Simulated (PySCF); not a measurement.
## Telling isomers of C4H6O2 apart by NMR

- GIAO PBE0/pcSseg-1 shieldings
- couplings computed with B3LYP/pcJ-1 (spin–dipole term left out of most H,H and C,H couplings)
- GFN2-xTB structure
- code: PySCF
- single conformer, non-relativistic Hamiltonian, averaged over atoms made equivalent by symmetry, fast rotation or ring inversion, gas phase

Referencing at the same level of theory: TMS for 1H (σ = 31.72 ppm), 13C (σ = 186.93 ppm). Multiplet labels drop J under 1 Hz and among equivalent protons, and merge close values. Unscaled 3J(H,H) run several per cent high. Acid and N–H amide carbonyl carbons lie up to 10 ppm further downfield in solution (hydrogen bonding). Shifts are as computed. Against solution values, carbons near 30 ppm lie about +3 ppm off and those near 130 ppm about +5 ppm. Of 1211 compounds with measured shifts, 218 miss one by over three times the rms of a fit or turn the order of signals round; such compounds aren't used in these exercises. OH and NH positions are gas-phase values without hydrogen bonding to other molecules.

(1) Tabulate the signals of `C=CCC(=O)O`, `C=CC(=O)OC` and their relative energies.

(2) What is the quickest way to tell C=CCC(=O)O from C=CC(=O)OC?

Answers

(1) 
| SMILES | carbon types | δC | δH | E rel. (kcal/mol) |
| --- | --- | --- | --- | --- |
| C=CCC(=O)O | 1×C 1×CH 2×CH2 | 175.0, 141.5, 125.8, 45.0 | 6.35 (ddt, 1H), 5.89 (br s, 1H), 5.61 (dt, 1H), 5.54 (dt, 1H), 3.15 (dt, 2H) | 0.0 |
| C=CC(=O)OC | 1×C 1×CH 1×CH2 1×CH3 | 173.2, 140.6, 136.2, 53.7 | 6.98 (m, 1H), 6.30 (m, 1H), 6.21 (m, 1H), 3.92 (s, 3H) | 6.5 |

Energies are electronic energies at PBE0/pcSseg-1 on these geometries, without zero-point or thermal terms, each for the one conformer computed, which needn't be the lowest.

(2) Both give the same number of carbon signals, but DEPT or the intensities differ. The first has an sp3 CH2 α to a carbonyl at 45.0 ppm, the second a methyl carbon bonded to O (CH3) at 53.7 ppm. Their most deshielded carbons lie at 175.0 and 173.2 ppm. In the proton spectra the most deshielded non-exchanging signals are 6.35 (ddt, J = 17.7, 11.3, 8.5 Hz, 1H) and 6.98 (m, 1H).
